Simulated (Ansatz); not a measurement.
Geometry optimisation, RKS B3LYP-D4/def2-SVP in Ansatz 0.2.0.

Input file:

```yaml
crystal:
  periodic: [false, false, false]
  atoms:
    - { symbol: C, position_ang: [-0.3152, -1.4502, -1.3671] }
    - { symbol: "N", position_ang: [-0.5196, -1.0908, -0.1459] }
    - { symbol: C, position_ang: [-0.0627, 0.2112, 0.1863] }
    - { symbol: "N", position_ang: [-0.5272, 0.5757, 1.4346] }
    - { symbol: "N", position_ang: [1.3498, 0.2085, 0.475] }
    - { symbol: O, position_ang: [-0.3006, 1.2671, -0.6683] }
    - { symbol: H, position_ang: [0.1325, -0.7497, -2.1313] }
    - { symbol: H, position_ang: [-0.99333, -1.9764, 0.1241] }
    - { symbol: H, position_ang: [-1.5345, 0.1856, 1.4389] }
    - { symbol: H, position_ang: [-0.1184, -0.0531, 2.1131] }
    - { symbol: H, position_ang: [1.5248, 1.1446, 0.8773] }
    - { symbol: H, position_ang: [1.8432, 0.1873, -0.3841] }
    - { symbol: H, position_ang: [-0.7788, 1.9002, -0.0726] }
basis:
  gaussian: { orbitals: def2-SVP }
hamiltonian:
  xc: b3lyp
  dispersion: d4
relax:
  f_tol: 0.02
  max_steps: 50
```

Command:

```bash
$ ansatz run input.yaml --threads 2 --pin off --max-ram 3072MiB --backend cpu --events-out ev --progress --plain --runs-dir out
```

Task: Where does it end, and by what steps?

Result: The run converged. After 28 steps the energy has fallen by 2.455 eV; H7 moved furthest, 1.42 Å.

| step | energy less start (eV) | largest force component (eV/Å) | accepted |
| --- | --- | --- | --- |
| 0 | 0.0000 | 5.116 | yes |
| 1 | -1.5736 | 3.018 | yes |
| 2 | -2.0955 | 0.997 | yes |
| 3 | -2.1793 | 0.942 | yes |
| 4 | -2.2781 | 0.380 | yes |
| 5 | -2.2972 | 0.137 | yes |
| 6 | -2.3027 | 0.339 | yes |
| 7 | -2.3072 | 0.585 | yes |
| 8 | -2.3158 | 0.110 | yes |
| 9 | -2.3305 | 0.141 | yes |
| 10 | -2.3371 | 0.527 | yes |
| 11 | -2.3332 | 0.419 | no |
| 12 | -2.3546 | 0.237 | yes |
| 13 | -2.3646 | 0.250 | yes |
| 14 | -2.3796 | 0.285 | yes |
| 15 | -2.3941 | 0.414 | yes |
| 16 | -2.4035 | 0.902 | yes |
| 17 | -2.4365 | 0.463 | yes |
| 18 | -2.4400 | 0.378 | yes |
| 19 | -2.4423 | 0.327 | yes |
| 20 | -2.4474 | 0.223 | yes |
| 21 | -2.4512 | 0.100 | yes |
| 22 | -2.4516 | 0.140 | yes |
| 23 | -2.2651 | 1.191 | no |
| 24 | -2.4547 | 0.047 | yes |
| 25 | -2.4548 | 0.064 | yes |
| 26 | -2.4538 | 0.072 | no |
| 27 | -2.4552 | 0.022 | yes |
| 28 | -2.4552 | 0.014 | yes |

```xyz
13
Properties=species:S:1:pos:R:3
C -0.818 -1.522 -1.432
N -0.115 -1.140 -0.400
C 0.091 0.217 0.211
N -0.799 0.501 1.309
N 1.431 0.202 0.732
O -0.160 1.134 -0.814
H -1.255 -0.589 -1.860
H 0.389 -1.841 0.152
H -1.763 0.314 1.036
H -0.577 -0.085 2.113
H 1.611 1.061 1.252
H 2.098 0.153 -0.037
H -0.432 1.955 -0.381
```

Whether the end is a true minimum wasn't checked by a vibrational analysis.

Run time: 55 s on 2 threads of Intel(R) Xeon(R) 6975P-C (Granite Rapids), on a shared host, peak memory 0.31 GiB.
